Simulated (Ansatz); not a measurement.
Solid bromine, treated with PBEsol (Ansatz, a quantum-chemistry and plane-wave program, PAW).

Numerical settings: plane-wave cutoff 520 eV, 10×10×4 k mesh (along the axes of the cell as run), Fermi–Dirac smearing 0.01 eV, scalar-relativistic PAW data made under PBE.

Response to compression and expansion:

Shape and atoms are relaxed at each volume.

```csv
V (Å³/atom),P (GPa),direct gap at Γ (eV),smallest gap on the k mesh (eV),c (Å)
29.655,0.34,1.282,1.181,8.508
30.273,0.16,1.279,1.193,8.521
30.891,0.00,1.274,1.202,8.535
31.509,-0.11,1.271,1.210,8.548
32.127,-0.19,1.268,1.211,8.558
```

The fundamental gap (1.20 eV at the equilibrium volume, with added k points) lies elsewhere than Γ–Γ.

Note: the cell comes from a level without a dispersion term, which matters for the spacing of layers, chains or molecules; the bulk modulus comes from volumes at which shape and atoms were relaxed.

Spin–orbit coupling is not included.
